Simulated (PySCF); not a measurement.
## formyl: removing and adding an electron

System: formyl, `[CH]=O` (CHO•, doublet). Numbering: `[CH:1]=[O:2]`

Level of theory: B3LYP-D3(BJ)/ma-def2-TZVP single points in PySCF, grid level 2; every species was optimised with PBE0-D3(BJ)/ma-def2-SVP. The prefix ma- adds one diffuse s and one diffuse p function on all atoms but H. Thermal corrections: PBE0-D3(BJ)/ma-def2-SVP frequencies, unscaled, ideal gas at 298.15 K and 1 bar, quasi-RRHO entropy.

Frontier levels of the parent: HOMO -6.20 eV, LUMO -2.47 eV.

Oxidation to the singlet cation:
```
Vertical ionisation energy (electronic)              : 9.70 eV
Adiabatic ionisation energy (with zero-point energy) : 8.48 eV
Adiabatic, electronic part                           : 8.39 eV
Vertical gap at the product's structure              : 6.99 eV
Inner reorganisation energy (four-point)             : 2705 meV
Relaxation of product / of parent                    : 1305 / 1400 meV
Largest changes of atomic charge                     : C1 0.46, O2 0.33, H (on C1) 0.21
Distances that move most (Å)                         : C1–O2 1.172 → 1.104; C1–H 1.132 → 1.111
```

Vertical ionisation energy to the triplet cation: 14.33 eV. This state was not relaxed.

Reduction to the singlet anion:
- Vertical electron affinity (electronic): -0.04 eV
- Adiabatic electron affinity (with zero-point energy): 0.38 eV
- Adiabatic, electronic part: 0.31 eV
- Vertical gap at the product's structure: 0.68 eV
- Largest changes of atomic charge: C1 -0.45, O2 -0.31, H (on C1) -0.24
- Distances that move most (Å): C1–H 1.132 → 1.226; C1–O2 1.172 → 1.232

Reduction to the triplet anion:
```
Vertical electron affinity (electronic)              : -0.68 eV
Adiabatic electron affinity (with zero-point energy) : -0.53 eV
Adiabatic, electronic part                           : -0.56 eV
Vertical gap at the product's structure              : -0.30 eV
⟨S²⟩ of the product                                  : 2.006
Largest spin populations                             : C1 1.31, O2 0.60, H (on C1) 0.09
Largest changes of atomic charge                     : C1 -0.61, O2 -0.33
Distances that move most (Å)                         : C1–O2 1.172 → 1.252; C1–H 1.132 → 1.124
```

Against the Active Thermochemical Tables (version 1.112): ionisation energy to the singlet cation 8.15 (computed 8.48, error 0.33) eV.

Note: the gas-phase triplet anion comes out unbound at this level, so its gas-phase values hang on the basis; a negative vertical affinity means that the electron isn't bound at that structure, so the value and what is derived from it hang on the basis.

Structures, frequencies and single points took 37 s of wall time on 1 thread of Arm Neoverse V2 (shared host), launched as `OMP_NUM_THREADS=1 python redox_run.py task.json out`.
